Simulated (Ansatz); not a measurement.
Geometry optimisation, RKS BLYP/6-31G* (Ansatz 0.2.0).

The input (input.yaml):

```yaml
crystal:
  periodic: [false, false, false]
  atoms:
    - { symbol: Al, position_ang: [-0.6159, -1.1018, -0.1009] }
    - { symbol: Al, position_ang: [0.6454, 1.0417, 0.1049] }
    - { symbol: H, position_ang: [-2.1131, -1.1907, 0.5996] }
    - { symbol: H, position_ang: [-0.017, -2.2593, -0.9826] }
    - { symbol: H, position_ang: [2.0671, 1.1727, -0.638] }
    - { symbol: H, position_ang: [0.0756, 2.2735, 0.9707] }
basis:
  gaussian: { orbitals: "6-31G*" }
hamiltonian:
  xc: blyp
relax:
  f_tol: 0.015
  max_steps: 40
```

Command:

```bash
$ ansatz run input.yaml --threads 1 --pin off --max-ram 2048MiB --backend cpu --events-out ev --progress --plain --runs-dir out
```

Question: Where does it end, and by what steps?

Answer: The forces met the threshold. The force dipped under the threshold on the way, but the program's further checks kept it going. After 16 steps the energy has fallen by 0.216 eV; H4 moved furthest, 1.07 Å.

```csv
step,energy less start (eV),largest force component (eV/Å),accepted
0,0.0000,1.031,yes
1,-0.1202,0.110,yes
2,-0.1263,0.063,yes
3,-0.1267,0.006,yes
4,-0.1268,0.016,yes
5,-0.1272,0.062,yes
6,-0.1260,0.254,no
7,-0.1284,0.126,yes
8,-0.1309,0.212,yes
9,-0.1364,0.281,yes
10,-0.1481,0.287,yes
11,-0.1574,0.354,yes
12,-0.2064,0.058,yes
13,-0.2150,0.072,yes
14,-0.2080,0.235,no
15,-0.2164,0.007,yes
16,-0.2165,0.011,yes
```

```xyz
6
Properties=species:S:1:pos:R:3
Al -0.673 -1.114 -0.124
Al 0.687 1.093 0.109
H -2.251 -1.118 -0.444
H 0.007 -2.564 0.039
H 1.405 1.797 -1.149
H 0.867 1.843 1.522
```

Whether the end is a true minimum wasn't checked by a vibrational analysis.

Run time: 35 s on 1 thread of Intel(R) Xeon(R) Processor @ 2.50GHz (Skylake/Cascade Lake), on a shared host, peak memory 0.11 GiB.
